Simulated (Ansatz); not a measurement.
Input file:

```yaml
crystal:
  periodic: [false, false, false]
  atoms:
    - {symbol: Ge, position_ang: [0.000000, 0.000000, 0.000000]}
    - {symbol: F, position_ang: [0.000000, 0.000000, 1.676300]}
basis:
  gaussian: {orbitals: cc-pVTZ}
total_charge: 1
magnetization: {spin_polarized: false, initial_magnetization: 2}
correlation: {method: ccsd_t, electrons: outside_noble_gas}
```

```sh
$ ansatz run in.yaml --threads 1 --pin off --events-out ev --progress --plain --max-ram 2393MiB
```

Roughly how long does this take on 1 thread of Arm Neoverse V1, shared host, and how much host memory?

15 s wall and 0.19 GiB.

```
474 factors; integrals over basis functions are off by at most 1.0e-3 eV
mean field evaluation 1: about -59161.5462 eV, gradient 7.1e1 eV
mean field evaluation 2: about -59161.5940 eV, gradient 7.1e1 eV
mean field evaluation 4: about -59169.9649 eV, gradient 1.4e1 eV
mean field evaluation 8: about -59170.5201 eV, gradient 9.0e-1 eV
mean field evaluation 16: about -59152.6512 eV, gradient 9.1e1 eV
mean field evaluation 32: about -59170.5268 eV, gradient 8.5e-7 eV
mean field evaluation 64: about -59170.5268 eV, gradient 2.4e-6 eV
mean field evaluation 96: about -59168.2463 eV, gradient 4.1e0 eV
mean field evaluation 128: about -59169.7234 eV, gradient 1.2e1 eV
mean field evaluation 160: about -59168.1540 eV, gradient 4.2e-3 eV
...
cycle   1  -8.13456211 eV  change   -9.4e-1 eV  update   2.1e-2
cycle   2  -8.16091215 eV  change   -2.6e-2 eV  update   6.2e-3
cycle   3  -8.16266810 eV  change   -1.8e-3 eV  update   3.5e-3
cycle   4  -8.16521037 eV  change   -2.5e-3 eV  update   1.6e-3
cycle   5  -8.16631557 eV  change   -1.1e-3 eV  update   9.5e-4
cycle   6  -8.16727840 eV  change   -9.6e-4 eV  update   3.9e-4
cycle   7  -8.16732270 eV  change   -4.4e-5 eV  update   1.5e-4
cycle   8  -8.16731525 eV  change    7.5e-6 eV  update   6.4e-5
cycle   9  -8.16728780 eV  change    2.7e-5 eV  update   2.3e-5
cycle  10  -8.16727931 eV  change    8.5e-6 eV  update   8.9e-6
perturbative correction -0.29739807 eV, -0.0109291775 hartree
Total energy: -59178.99151491 eV, -2174.7878252118 hartree
```
